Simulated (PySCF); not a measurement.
## Choosing a basis for TDDFT

Compound: H6SSi2.
SMILES: `[SiH3][SiH2]S`

TDDFT with PBE0 (PySCF), vertical singlets, core orbitals frozen in the response, spherical d and f functions. One conformer (not necessarily the lowest) at the PBE0-D3(BJ)/def2-SVP geometry, without solvent, vibrations or thermal averaging.

```tsv
basis	functions	diffuse	S1 (eV)	S2 (eV)	S3 (eV)	S4 (eV)	S5 (eV)	LUMO (eV)	α (au)
6-31G*	66	no	5.60	6.22	6.67	7.16	7.27	-0.29	66.0
6-31+G*	78	yes	5.49	5.78	6.48	6.62	6.87	-0.52	72.9
def2-SVP	84	no	5.71	6.28	6.51	7.29	7.43	-0.15	69.2
def2-SVPD	123	yes	5.53	5.85	6.35	6.68	6.93	-0.49	82.4
aug-cc-pVDZ	135	yes	5.48	5.70	6.31	6.42	6.64	-0.54	83.4
def2-TZVP	147	no	5.56	5.91	6.33	6.89	7.07	-0.40	77.1
def2-TZVPD	186	yes	5.47	5.72	6.22	6.52	6.74	-0.56	83.3
aug-cc-pVTZ	288	yes	5.47	5.69	6.25	6.41	6.62	-0.58	83.6
```

Task: Compare the sets with the largest diffuse one.

Result: States are compared by their number. Against the largest diffuse basis here (aug-cc-pVTZ, itself not a converged limit), sets without diffuse functions differ by up to 0.24 eV in S1 and 0.81 eV in S5; the smaller diffuse sets differ by up to 0.06 and 0.31 eV. State by state, the largest deviation of a set without diffuse functions is S1 0.24, S2 0.58, S3 0.42, S4 0.89, S5 0.81 eV. The same number needn't mean the same state in each row. Against aug-cc-pVTZ the polarisability deviates by -21% in 6-31G*, -13% in 6-31+G*, -17% in def2-SVP, -1% in def2-SVPD, 0% in aug-cc-pVDZ, -8% in def2-TZVP, 0% in def2-TZVPD. A single + in a Pople set puts diffuse functions on heavy atoms only.
